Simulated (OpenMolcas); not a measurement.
# BCl (SMILES [B]Cl), step by step

We compute the energy (singlet BCl, HF/ANO-R0), then a single-point energy (singlet BCl, CASSCF(10,8)/ANO-R1), then a single-point energy (singlet BCl, CASPT2(10,8)/ANO-R1), then a single-point energy (doublet BCl+, CASPT2(9,8)/ANO-R1) of BCl. 

The results are computed with OpenMolcas 26.06.

### 1 The molecule

The species is BCl (2 atoms), meant as a singlet with charge 0. As SMILES, `[B]Cl`. The coordinates come from a GFN2-xTB relaxation.

Bond lengths: B1–Cl2 1.579 Å.

### 2 The energy at HF/ANO-R0 (sfX2C) (run 1)

File step1.input:

```
* BCl Hartree-Fock

&gateway
  coord
  2
  angstrom
  B        0.000000       0.000000       0.000000
  Cl       0.000000       0.000000       1.578530
  basis = ANO-R0
  group = NoSym

&seward

&scf
  prorbitals = 1 1
```

Launch:

```
$ export MOLCAS_MEM=1860
$ pymolcas step1.input > step1.log
```

Standard output:

```text
--- Start Module: gateway ---
[...]
--- Stop Module: gateway /rc=_RC_ALL_IS_WELL_ ---
--- Start Module: seward ---
[...]
      Basis functions           14
--- Stop Module: seward /rc=_RC_ALL_IS_WELL_ ---
--- Start Module: scf ---
[...]
       Convergence after   9 Iterations
[...]
::    Total SCF energy                               -485.4491615915
[...]
      Total spin, S                                     0.0000000000
[...]
      Total electronic charge=   22.000000
      Total            charge=   -0.000000
[...]
      Dipole Moment (debye):
      Origin of the operator (angstrom)=    0.0000    0.0000    1.2006
                   X= -7.6955E-14               Y= -5.5502E-15               Z=  1.8826E+00           Total=  1.8826E+00
      Quadrupole Moment (debye*angstrom):
[...]
--- Stop Module: scf /rc=_RC_ALL_IS_WELL_ ---
[...]
```

Wall time 1.6 s (1 thread of Arm Neoverse V2, shared host); peak memory 0.37 GiB.

### 3 A single-point energy at CASSCF(10,8)/ANO-R1 (sfX2C, RICD fitting) (run 2)

File step2.inp:

```
&gateway
 coord
 2
 angstrom
 B        0.000000       0.000000       0.000000
 Cl       0.000000       0.000000       1.578530
 basis
 ANO-R0
 group
 NoSym

&seward

&rasscf
 fileorb
 $CurrDir/step1.ScfOrb
 spin
 1
 nactel
 10 0 0
 inactive
 6
 ras2
 8
 orblisting
 Nothing
>>> COPY $Project.RunFile RUNFIL1
>>> COPY $Project.RasOrb INPORB

&gateway
 coord
 2
 angstrom
 B        0.000000       0.000000       0.000000
 Cl       0.000000       0.000000       1.578530
 basis
 ANO-R1
 group
 NoSym
 ricd

&seward
>>> COPY $Project.RunFile RUNFIL2

&expbas

&rasscf
 fileorb
 $Project.ExpOrb
 spin
 1
 nactel
 10 0 0
 inactive
 6
 ras2
 8
 orblisting
 Nothing
 orbappear
 Compact
```

Launch:

```
$ export MOLCAS_MEM=1860
$ pymolcas step2.inp > step2.log
```

Standard output:

```text
--- Start Module: gateway ---
[...]
--- Stop Module: gateway /rc=_RC_ALL_IS_WELL_ ---
[...]
      Basis functions           14
[...]
      Number of active orbitals                  8
[...]
      Spin quantum number                      0.0
[...]
      Active orbitals                            8
[...]
      Number of CSFs                          1176
[...]
      Number of root(s) required                 1
[...]
      Convergence after  5 iterations
[...]
      printout of CI-coefficients larger than  0.05 for root  1
      energy=    -485.508875
      conf/sym  11111111     Coeff  Weight
             1  22222000  -0.96086 0.92325
             3  22220200   0.15775 0.02488
             6  22220020   0.15775 0.02488
           291  22uu2dd0   0.05624 0.00316
      Natural orbitals and occupation numbers for root  1
      sym 1:   1.999316   1.986856   1.982325   1.982325   1.891561   0.069474   0.069474   0.018669
      ************************************************************************************************************************
      *                                                    Final results                                                     *
[...]
::    RASSCF root number  1 Total energy:   -485.50887546
[...]
      Basis functions           32
[...]
--- Start Module: expbas ---
[...]
--- Stop Module: expbas /rc=_RC_ALL_IS_WELL_ ---
--- Start Module: rasscf ---
[...]
      Convergence after 14 iterations
[...]
      Natural orbitals and occupation numbers for root  1
      sym 1:   1.998575   1.982822   1.987985   1.987985   1.894130   0.063944   0.063944   0.020616
      ************************************************************************************************************************
      *                                                    Final results                                                     *
[...]
::    RASSCF root number  1 Total energy:   -485.61760108
[...]
      Total electronic charge=   22.000000
      Total            charge=   -0.000000
[...]
      Dipole Moment (debye):
      Origin of the operator (angstrom)=    0.0000    0.0000    1.2006
                   X=  1.1729E-13               Y=  1.8825E-13               Z=  2.3627E+00           Total=  2.3627E+00
      Quadrupole Moment (debye*angstrom):
[...]
--- Stop Module: rasscf /rc=_RC_ALL_IS_WELL_ ---
[...]
```

It took 4.5 s on 1 thread of Arm Neoverse V2, shared host; peak memory 0.37 GiB.

Run 3 isn't shown in full; the table further down has it.

### 4 The doublet cation: a single-point energy at CASPT2(9,8)/ANO-R1 (sfX2C, RICD fitting, ipea shift 0.25 Eh, pt2 variant SS) (run 4)

File step4.input:

```
* BCl CASPT2

&GATEWAY
 Coord
 2
 angstrom
 B        0.000000       0.000000       0.000000
 Cl       0.000000       0.000000       1.578530
 Basis = ANO-R1
 Group = NoSym
 RICD

&SEWARD

&RASSCF
 FileOrb = $CurrDir/step2.RasOrb
 Spin = 2
 Nactel = 9 0 0
 Inactive = 6
 Ras2 = 8
 OrbListing = Nothing
 OrbAppear = Compact

&CASPT2
 Imaginary = 0.2
```

Launch:

```
$ export MOLCAS_MEM=1860
$ pymolcas step4.input > step4.log
```

Standard output:

```text
--- Start Module: gateway ---
[...]
--- Stop Module: gateway /rc=_RC_ALL_IS_WELL_ ---
[...]
      Basis functions           32
[...]
--- Start Module: rasscf ---
[...]
      Number of active orbitals                  8
[...]
      Spin quantum number                      0.5
[...]
      Active orbitals                            8
[...]
      Number of CSFs                          2352
[...]
      Number of root(s) required                 1
[...]
      Convergence after 14 iterations
[...]
      printout of CI-coefficients larger than  0.05 for root  1
      energy=    -485.318651
      conf/sym  11111111     Coeff  Weight
             1  2222u000   0.97621 0.95300
            75  2220u020   0.06858 0.00470
            94  22uduud0  -0.05374 0.00289
           150  2202u200   0.06858 0.00470
           210  2022u200   0.05287 0.00280
           215  2022u020   0.05287 0.00280
[...]
      Natural orbitals and occupation numbers for root  1
      sym 1:   1.997725   1.965983   1.971605   1.971605   1.000738   0.033820   0.033820   0.024704
      ************************************************************************************************************************
      *                                                    Final results                                                     *
[...]
::    RASSCF root number  1 Total energy:   -485.31865075
[...]
      Total electronic charge=   21.000000
      Total            charge=    1.000000
[...]
      Dipole Moment (debye):
      Origin of the operator (angstrom)=    0.0000    0.0000    1.2006
                   X=  2.5553E-11               Y=  1.6569E-11               Z= -2.6096E+00           Total=  2.6096E+00
      Center of Charge (angstrom)
[...]
--- Stop Module: rasscf /rc=_RC_ALL_IS_WELL_ ---
[...]
--- Start Module: caspt2 ---
[...]
      E2 (Variational):          -0.1134928702
      Total energy:            -485.4321436213
[...]
      Reference weight:           0.95669
[...]
::    CASPT2 Root  1     Total energy:   -485.43214362
[...]
--- Stop Module: caspt2 /rc=_RC_ALL_IS_WELL_ ---
[...]
```

Run time: 3.6 s. Hardware: 1 thread of Arm Neoverse V2, shared host; peak memory 0.082 GiB.

### 5 The series

```tsv
run	level	integral approximation	active rule	partner	energy (Eh)	dipole moment (D) of the reference	wall time
1	HF/ANO-R0 (sfX2C)	none	–	base	-485.449162	1.88	1.6 s
2	CASSCF(10,8)/ANO-R1 (sfX2C, RICD fitting)	RICD	frontier window	base	-485.617601	2.36	4.5 s
3	CASPT2(10,8)/ANO-R1 (sfX2C, RICD fitting, ipea shift 0.25 Eh, pt2 variant SS)	RICD	frontier window	base	-485.775592	2.36	2.8 s
4	CASPT2(9,8)/ANO-R1 (sfX2C, RICD fitting, ipea shift 0.25 Eh, pt2 variant SS)	RICD	frontier window	cation	-485.432144	–	3.6 s
```

### 6 Outcome

| quantity | value |
| --- | --- |
| doublet cation: total energy | -485.43214 Eh |
| vertical ionisation energy (to the doublet cation) | 9.346 eV |

What this shows: Removing an electron at fixed nuclei costs 9.35 eV (902 kJ/mol). In run 1 the basis is minimal, so the values are rough. All runs together took 12 s, the longest 4.5 s.
